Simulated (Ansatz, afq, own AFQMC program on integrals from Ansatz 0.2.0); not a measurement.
AFQMC on a folder of integrals that Ansatz 0.2.0 wrote.

```yaml
crystal:
  periodic: [false, false, false]
  atoms:
    - {symbol: Cu, position_ang: [0.000000, 0.000000, 0.000000]}
basis:
  gaussian: {orbitals: def2-SVP}
magnetization: {spin_polarized: true, initial_magnetization: 1}
correlation: {method: ccsd_t, electrons: outside_noble_gas, hamiltonian_folder: ham}
```

```sh
$ ansatz run in.yaml --threads 1 --pin off --events-out ev --progress --plain --max-ram 24576MiB --backend cuda --devices 0, --max-vram 18GiB
```

afq runs on the folder ham with

```
--method free --trial cisd --walkers 4000 --time-step 0.03 --max-blocks 4000 --target-error 0.0004 --factor-cut 1e-05 --seed 2832 --times 0,0.21,0.42,0.81,1.2,1.8,2.4,3 --taylor-order 8
```

Times are imaginary, in 1/Eh. The walk had a cap of 61 s.

Output of the walk:

```
orbitals 22  electrons 6 5  factors 180 of 237
reference energy -1638.68858330 Eh
CCSD correlation -0.25178420 Eh in 10 cycles, weight of the determinant in the CISD state 0.9501
repeat  energy at the last time / Eh  error
    10  -1638.949743  0.000274
    20  -1638.949472  0.000200
    30  -1638.949655  0.000153
time / (1/Eh)  energy / Eh  error  mean overlap
  0.00  -1638.940473  0.000072  1.0528
  0.21  -1638.946085  0.000060  1.0531
  0.42  -1638.947826  0.000062  1.0532
  0.81  -1638.948929  0.000094  1.0553
  1.20  -1638.949176  0.000096  1.0567
  1.80  -1638.949311  0.000089  1.0612
  2.40  -1638.949596  0.000125  1.0641
  3.00  -1638.949668  0.000149  1.0668
energy -1638.949668 +/- 0.000149 Eh
```

The run passed its tests (error under three times the target), which doesn't prove that it has relaxed.

Against this walk (error 4.1 meV) on the same determinant: CCSD(T) 59.4 meV lower, CCSDT(Q) 14.7 meV higher, CCSDTQ 10.1 meV lower. The error is statistical, and a free projection of finite length keeps a remainder of its start. The projection is still falling at its last time (meV from the last point: 20 ± 3 at 0.81, 13 ± 3 at 1.20, 9.7 ± 2.4 at 1.80, 2 ± 3 at 2.40, 0 ± 4 at 3.00), so its energy is a cut-off value, and the gaps above aren't errors of the other methods.

Cautions: remainder of the start not in the error; no relativity below Rb; outer-core shells of the metal frozen.

The walk took 13 s on 1 × NVIDIA H100 80GB HBM3 with 2 threads of AMD EPYC 7R13 Processor (Zen 3), on a shared host (the card was shared). The log's last line is the free-projection energy.

CCSDT and higher add their correlation energy to the determinant of the CCSD(T) run, since their own runs factorise the integrals more tightly (a shift of under 2 meV). A walk keeps the symmetry of its determinant, which the program's search chose and which needn't be the lowest solution, so a lower state of the same spin and another symmetry isn't excluded.
